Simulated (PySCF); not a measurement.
A geometry optimisation, step by step.

Compound: 1,1-difluoro-2-methylpropane, C4H8F2.
Numbering: `[CH3:1][CH:2]([CH3:3])[CH:4]([F:5])[F:6]` (hydrogens: H7, H8, H9 on C1; H10 on C2; H11, H12, H13 on C3; H14 on C4)

Method: PBE0-D3(BJ)/def2-SVP geometry optimisation, gas phase (PySCF 2.14.0); density fitting, grid level 2; the optimiser is geomeTRIC in internal coordinates, started from a GFN2-xTB structure. The frame can shift and turn from step to step; on so coarse a grid that alone can change the energy by a few meV, and forces under 0.02 eV/Å are noise.

Step 0: E = -9695.3470 eV, largest atomic force 0.829 eV/Å
```
atom  x, y, z in Å  |  force x, y, z in eV/Å
C1      1.403   -0.297    0.215   -0.501   0.106  -0.391
C2      0.014   -0.155   -0.404   -0.038   0.436   0.704
C3     -1.012   -1.028    0.314    0.400   0.351  -0.404
C4     -0.436    1.304   -0.356    0.234   0.084  -0.157
F5     -0.405    1.792    0.909   -0.048  -0.239   0.099
F6      0.392    2.096   -1.083    0.023  -0.188  -0.088
H7      1.743   -1.326    0.137    0.184  -0.422  -0.007
H8      2.114    0.345   -0.299    0.329   0.234  -0.149
H9      1.375   -0.016    1.266    0.031   0.106   0.413
H10     0.057   -0.430   -1.463   -0.030  -0.011  -0.270
H11    -1.990   -0.947   -0.156   -0.458  -0.027  -0.144
H12    -0.700   -2.068    0.284    0.067  -0.454   0.011
H13    -1.099   -0.723    1.354   -0.068   0.099   0.439
H14    -1.457    1.453   -0.741   -0.125  -0.074  -0.058
```

Step 1: E = -9695.3805 eV, largest atomic force 0.181 eV/Å
```
atom  x, y, z in Å  |  force x, y, z in eV/Å
C1      1.344   -0.249    0.295    0.054  -0.043   0.040
C2     -0.052   -0.178   -0.307   -0.036   0.040  -0.173
C3     -1.054   -1.051    0.433   -0.040  -0.036   0.036
C4     -0.546    1.255   -0.364   -0.045  -0.134   0.041
F5     -0.594    1.784    0.884    0.022   0.072  -0.032
F6      0.291    2.016   -1.105    0.005   0.055   0.043
H7      1.727   -1.280    0.248    0.003   0.034   0.016
H8      2.047    0.404   -0.242   -0.026  -0.009  -0.004
H9      1.327    0.061    1.351    0.008  -0.003  -0.026
H10    -0.004   -0.503   -1.364    0.001   0.010   0.075
H11    -2.057   -0.999   -0.022    0.026  -0.008   0.013
H12    -0.737   -2.105    0.421   -0.002   0.026   0.003
H13    -1.143   -0.735    1.484    0.000  -0.006  -0.030
H14    -1.559    1.337   -0.800    0.030   0.003  -0.002
```

Step 2: E = -9695.3815 eV, largest atomic force 0.040 eV/Å
```
atom  x, y, z in Å  |  force x, y, z in eV/Å
C1      1.344   -0.249    0.293    0.009  -0.010   0.005
C2     -0.053   -0.178   -0.308   -0.005   0.028  -0.022
C3     -1.053   -1.055    0.433   -0.007  -0.005   0.010
C4     -0.549    1.253   -0.362   -0.012  -0.006   0.032
F5     -0.598    1.789    0.883   -0.009  -0.022   0.013
F6      0.287    2.022   -1.096    0.027   0.006  -0.030
H7      1.732   -1.277    0.250   -0.003   0.003   0.003
H8      2.043    0.405   -0.248   -0.002   0.002  -0.005
H9      1.330    0.066    1.348    0.000   0.008  -0.003
H10    -0.004   -0.505   -1.363   -0.004   0.006   0.006
H11    -2.056   -1.006   -0.021    0.002  -0.003  -0.002
H12    -0.732   -2.107    0.423    0.006   0.002   0.001
H13    -1.143   -0.738    1.483    0.000   0.003  -0.002
H14    -1.560    1.335   -0.802   -0.002  -0.012  -0.007
```

Step 3: E = -9695.3818 eV, largest atomic force under 0.02 eV/Å
```
atom  x, y, z in Å  |  force x, y, z in eV/Å
C1      1.345   -0.246    0.292    0.000  -0.001  -0.006
C2     -0.053   -0.178   -0.309    0.006  -0.003   0.013
C3     -1.052   -1.056    0.434    0.005  -0.002   0.001
C4     -0.551    1.251   -0.361   -0.001   0.005   0.017
F5     -0.604    1.784    0.885   -0.008  -0.009  -0.003
F6      0.286    2.023   -1.093    0.002   0.003  -0.007
H7      1.734   -1.274    0.251   -0.002  -0.004   0.002
H8      2.042    0.408   -0.252    0.003   0.001  -0.003
H9      1.331    0.072    1.345   -0.001   0.008   0.001
H10    -0.005   -0.504   -1.363   -0.005   0.001  -0.010
H11    -2.054   -1.011   -0.021   -0.002  -0.003  -0.004
H12    -0.727   -2.107    0.425    0.005  -0.003   0.002
H13    -1.142   -0.737    1.483   -0.001   0.003   0.003
H14    -1.562    1.331   -0.803   -0.002   0.004  -0.005
```

**Question.** Summarise the path.

**Answer.** The energy falls by 3.35 kJ/mol from step 0 to step 3; nine tenths of that is first reached at step 1. It falls at every step. The largest force goes from 0.829 to under 0.02 eV/Å. Among the bonds C3–H11 changes most (a near tie, within 0.001 Å, with another), from 1.088 to 1.101 Å; the atoms move by 0.037 Å rms after alignment.

**Question.** Follow the three bonds and two angles with the largest change from start to end.

**Answer.** 
```
step  E above end (kJ/mol)  largest force (eV/Å)  C3–H11 (Å)  C3–H13 (Å)  C1–H7 (Å)  C4–C2–H10 (°)  F5–C4–F6 (°)
   0                  3.35                 0.829       1.088       1.087      1.087          106.4         106.0
   1                  0.12                 0.181       1.102       1.102      1.101          104.8         107.8
   2                  0.02                 0.040       1.102       1.101      1.100          105.0         107.2
   3                  0.00            under 0.02       1.101       1.101      1.100          105.1         107.3
```

The cost below is that of the whole optimisation. The run took 25 s wall on one thread of an Arm Neoverse V1, no GPU, shared host with 32 logical CPUs at a one-minute load of 17, and the process peaked at 0.69 GiB of memory.
